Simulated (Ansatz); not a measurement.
# What a trial cell of Cr₂Re relaxes into

These are results of Ansatz, DFT PBE, scalar-relativistic, plane waves, PAW, not measurements.

Cr₂Re was placed on the cubic Laves (C15) structure type (Fd-3m, No. 227), with Re in place of Mg, Cr in place of Cu, at a guessed volume.

Input of the last, converged step (default PAW datasets):

```yaml
crystal:
  lattice:
    - [0.0, 3.3659288414, 3.3659288414]
    - [3.3659288414, 0.0, 3.3659288414]
    - [3.3659288414, 3.3659288414, 0.0]
  atoms:
    - { symbol: Cr, position: [0.625, 0.625, 0.625] }
    - { symbol: Cr, position: [0.125, 0.625, 0.625] }
    - { symbol: Cr, position: [0.625, 0.625, 0.125] }
    - { symbol: Cr, position: [0.625, 0.125, 0.625] }
    - { symbol: Re, position: [0.0, 0.0, 0.0] }
    - { symbol: Re, position: [0.25, 0.25, 0.25] }
basis:
  ecutwfc: 420
kpoints:
  mp_grid: { grid: [10, 10, 10] }
hamiltonian:
  xc: pbe
scf:
  occupations: { method: gaussian, width: 0.1 }
output:
  forces: true
  stress: true
  eigenvalues: true
  write_density: true
  write_potential: true
  elf: true
  volumetric_format: npy
relax:
  adjacent_minimum: "off"
  f_tol: 0.01
  max_steps: 80
  cell: { stress_tol: 0.05 }
```

Launched as:

```bash
ansatz run input.yaml --threads 1 --pin off --max-ram 2560MiB --backend cpu --events-out ev --progress --plain --runs-dir out
```

Time: 65 s on 1 thread of Arm Neoverse V1, with other jobs on the host, peak memory 0.45 GiB.

The program printed at the end:

```
SCF converged after 8 iterations
Free energy (F): -35247.034144 eV
Harris-Foulkes:  -35247.034144 eV  (|F-HF|=1.46e-11)
Internal energy: -35247.000874 eV  (E = F + TS)
E sigma→0 (E₀):  -35247.017509 eV
Entropy (-TS):   -0.033269 eV (-5.545 meV/atom)
Fermi energy:    21.155202 eV
--- Per-component energies (eV) ---
  E_band       = -705.700935
  E_kinetic    = 2453.699794
  E_local      = -6434.645950  (includes V_loc(G=0)·N_el)
  E_nonlocal   = 413.177123
  E_hartree    = 2715.780614
  E_xc         = -1368.237229
  E_vxc        = -1323.190654  (∫ρ·V_xc dr)
  E_paw        = -22098.621411  (= ΣΔE_a)
  E_vpaw       = -1246.303684  (= ΣTr[D̂ρ^β])
  E_aug_tail   = 0.001206  (compensation charges beyond the density's cutoff)
  E_ewald      = -10928.155021
  E_smearing   = -0.033269  (= −TS)
  E_closure    = 0.000000  (closes the sum)
  Σ components = -35247.034144   (vs F -35247.034144, Δ=0.00e0)
--- Forces (eV/Å), atoms counted from 1 ---
  atom   1  Cr     0.00000000     0.00000000     0.00000000
  atom   2  Cr     0.00000000     0.00000000     0.00000000
  atom   3  Cr     0.00000000     0.00000000     0.00000000
  atom   4  Cr     0.00000000     0.00000000     0.00000000
  atom   5  Re     0.00000000     0.00000000     0.00000000
  atom   6  Re     0.00000000     0.00000000     0.00000000
  max |Σ_I F_I| component: 4.63e-18 eV/Å
--- Stress (GPa, compression-positive) ---
       -0.009857       0.000000       0.000000
        0.000000      -0.009857       0.000000
        0.000000       0.000000      -0.009857
  P = ⅓ Tr σ = -0.0099 GPa (-0.099 kbar)
--- Relaxed structure (3 steps of the walk, 3 accepted, 1 SCFs on fresh bases) ---
  F+E_penalty+E_count = -35247.03414358 eV   max|allowed force component| = 3.392e-17 eV/Å   (the final SCF, on the basis selected at the relaxed cell)
  cell:  # Å, volume = 75.6573 Å³
    - [0.000000, 3.356915, 3.356915]
    - [3.356915, 0.000000, 3.356915]
    - [3.356915, 3.356915, 0.000000]
  atoms:
    - { symbol: Cr, position: [0.625000, 0.625000, 0.625000] }
    - { symbol: Cr, position: [0.125000, 0.625000, 0.625000] }
    - { symbol: Cr, position: [0.625000, 0.625000, 0.125000] }
    - { symbol: Cr, position: [0.625000, 0.125000, 0.625000] }
    - { symbol: Re, position: [0.000000, 0.000000, 0.000000] }
    - { symbol: Re, position: [0.25, 0.25, 0.25] }
```

Total energies depend on the potentials used, so only differences within one code and one set of settings carry meaning.

The result has space group Fd-3m (No. 227). Around Cr lie 6 Cr at 2.37 Å and 6 Re at 2.78 Å; Re is coordinated by 12 Cr at 2.78 Å and 4 Re at 2.91 Å.

Against the elements it lies at 0.02 eV/atom. Energies over the elements count from the elements' standard structures at the same level, with no empirical corrections.

For metals, differences of a few meV/atom aren't resolved. Spin–orbit coupling is left out.

A structure relaxed within its symmetry needn't be a true minimum.